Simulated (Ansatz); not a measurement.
# CH3NO3S: the cost of one run

All numbers below are computed with Ansatz 0.2.0 (RKS PBE0-D4/STO-3G).

1 further run of the same task is left out (it didn't finish).

## 1. The system as given

Bond lengths: N1–C2 1.326 Å, C2–O3 1.222 Å, N1–H4 1.010 Å, N1–H5 1.005 Å, C2–H6 1.101 Å, O7–S8 1.441 Å, S8–O9 1.449 Å. Angles: N1–C2–O3 124.3°, N1–C2–H6 115.4°, O3–C2–H6 120.3°, C2–N1–H4 119.6°, C2–N1–H5 121.7°, H4–N1–H5 118.6°, O7–S8–O9 114.4°.

Coordinates:

```xyz
9

N    -0.2290   -0.0796   -1.7972
C     0.1382    0.0775   -0.5325
O    -0.1788    1.0309    0.1628
H    -0.8377    0.6013   -2.2290
H     0.0326   -0.8934   -2.3251
H     0.7747   -0.7216   -0.1220
O    -1.1102   -0.0609    2.5490
S     0.1894    0.5092    2.2977
O     1.2209   -0.4633    1.9963
```

## 2. Preparing the start

The input, input.yaml:

```yaml
crystal:
  periodic: [false, false, false]
  atoms:
    - { symbol: "N", position_ang: [-0.229, -0.0796, -1.7972] }
    - { symbol: C, position_ang: [0.1382, 0.0775, -0.5325] }
    - { symbol: O, position_ang: [-0.1788, 1.0309, 0.1628] }
    - { symbol: H, position_ang: [-0.8377, 0.6013, -2.229] }
    - { symbol: H, position_ang: [0.0326, -0.8934, -2.3251] }
    - { symbol: H, position_ang: [0.7747, -0.7216, -0.122] }
    - { symbol: O, position_ang: [-1.1102, -0.0609, 2.549] }
    - { symbol: S, position_ang: [0.1894, 0.5092, 2.2977] }
    - { symbol: O, position_ang: [1.2209, -0.4633, 1.9963] }
basis:
  gaussian: { orbitals: STO-3G }
hamiltonian:
  xc: pbe0
  dispersion: d4
relax:
  f_tol: 0.02
  max_steps: 40
scf:
  lower_state_search: "off"
output:
  orbitals: {}
```

Started as:

```
> ansatz run input.yaml --threads 1 --pin off --max-ram 2048MiB --backend cpu --events-out ev --progress --plain --runs-dir out
```

What time and memory should one allow on 1 thread of Arm Neoverse N1, shared host?

About 61 s, with a peak of 0.14 GiB.
